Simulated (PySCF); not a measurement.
Sodium fluoride, NaF.
Z-matrix (Å and degrees, PBE0-D3(BJ)/def2-TZVP geometry), rows numbered from 1:
```
F 
Na  1  1.9229
```

Level: wB97X-D/pcSseg-2 in PySCF, non-relativistic, on one gas-phase PBE0-D3(BJ)/def2-TZVP geometry that isn't relaxed in the solvent. The solvent is an IEF-PCM continuum (van der Waals radii × 1.2). The model holds no explicit solvent molecules, cavitation or dispersion.

Gas phase at wB97X-D/pcSseg-2: HOMO -8.60 eV, LUMO -0.16 eV, dipole 8.15 D.

**Question.** What does the continuum do to the energy, the frontier levels and the dipole at wB97X-D/pcSseg-2 in chloroform?

**Answer.** 
```json
{"solvent": "chloroform", "ε": "4.711", "E(solvent) − E(gas) (kcal/mol)": "-16.44", "polarisation term (kcal/mol)": "-17.37", "distortion of the solute (kcal/mol)": "0.93", "HOMO (eV)": "-9.76", "LUMO (eV)": "0.48", "dipole (D)": "8.60"}
```

The polarisation term is half the interaction of the solute with the surface charges that it induces; the rest is the cost of distorting the solute's density. The sum is the electrostatic part of solvation alone.

**Question.** Which radius a makes the point-dipole formula ΔE = −[(ε − 1)/(2ε + 1)]·μ²/a³ give the value in chloroform, with the gas-phase dipole?

**Answer.** μ = 3.208 au and |ΔE| = 0.02620 Eh give a = 2.75 Å; the farthest nucleus lies 0.96 Å from the centroid of the nuclei. The formula assumes a rigid point dipole at the centre of a sphere.

On an Arm Neoverse V1 with one thread, on a shared host, this took 0.99 s of wall time and 0.30 GiB of memory at its peak. This is the whole shielding run at wB97X-D/pcSseg-2 in chloroform, SCF included.

Note: wB97X-D ran without an empirical dispersion term, which enters the total energy and its gradient alone.
